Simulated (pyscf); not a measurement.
# Substitution at C: chloromethane (H₃C–Cl) + •H₂C–Cl → Cl atom (Cl•) + chloroethane (H₃C–CH₂–Cl)

Gas phase, doublet surface, charge 0. Bonds broken: Cl1–C2. Bonds formed: C2–C3. Single points on ωB97X-D3(BJ)/def2-SVP structures (PySCF, gas phase).

Transition state (Å):

```xyz
9

Cl     1.3185    -0.2026     0.2565
C     -0.6212     0.8265     0.3512
C     -0.9699    -0.6189    -1.0928
Cl    -2.6149    -0.3345    -1.5371
H     -1.4609     0.3557     0.8765
H     -0.9166     1.5274    -0.4389
H     -0.8141    -1.5597    -0.5607
H     -0.2531    -0.3769    -1.8804
H     -0.0307     1.3838     1.0902
```

One imaginary mode, 876i cm⁻¹; descent along it reached the two sides named.

| bond | change | reactant side (Å) | saddle | product side |
|---|---|---|---|---|
| Cl1–C2 | breaks | 1.780 | 2.198 | 3.3 |
| C2–C3 | forms | 3.8 | 2.073 | 1.518 |

Electronic energies relative to the separated reactants (eV):

| level | barrier | reaction energy | reverse barrier |
|---|---|---|---|
| ωB97X-D3(BJ)/def2-TZVP | 2.01 | -0.34 | 2.34 |
| PBE/def2-TZVP | 1.65 | -0.13 | 1.78 |
| r²SCAN/def2-TZVP | 1.78 | -0.14 | 1.92 |
| B3LYP-D3(BJ)/def2-TZVP | 1.78 | -0.31 | 2.09 |
| PBE0-D3(BJ)/def2-TZVP | 1.86 | -0.26 | 2.13 |
| M06-2X/def2-TZVP | 1.93 | -0.35 | 2.28 |
| ωB97M-D3(BJ)/def2-TZVP | 1.96 | -0.35 | 2.30 |
| HF/def2-TZVP | 2.75 | -0.56 | 3.32 |

With ωB97M-D3(BJ)/def2-TZVP energies and thermal terms (ideal gas, 1 atm, RRHO with modes under 100 cm⁻¹ raised to 100, one conformer, R ln 2 for chiral ones without a mode under 150 cm⁻¹), in eV:

| T (K) | ΔH‡ | ΔG‡ | ΔH | ΔG |
|---|---|---|---|---|
| 298 | 2.00 | 2.47 | -0.20 | -0.05 |
| 600 | 2.01 | 2.95 | -0.21 | +0.11 |
| 900 | 2.03 | 3.41 | -0.19 | +0.26 |
| 1200 | 2.06 | 3.86 | -0.16 | +0.41 |

This saddle turned up in a search for another step; its sides and bond changes are read from the two ends of the descent. One saddle was located; it need not be the lowest between these sides. The angle at the attacked C is 78°: a side-on saddle, likely not the lowest. Left out: orbital degeneracy and the spin-orbit lowering of Cl.
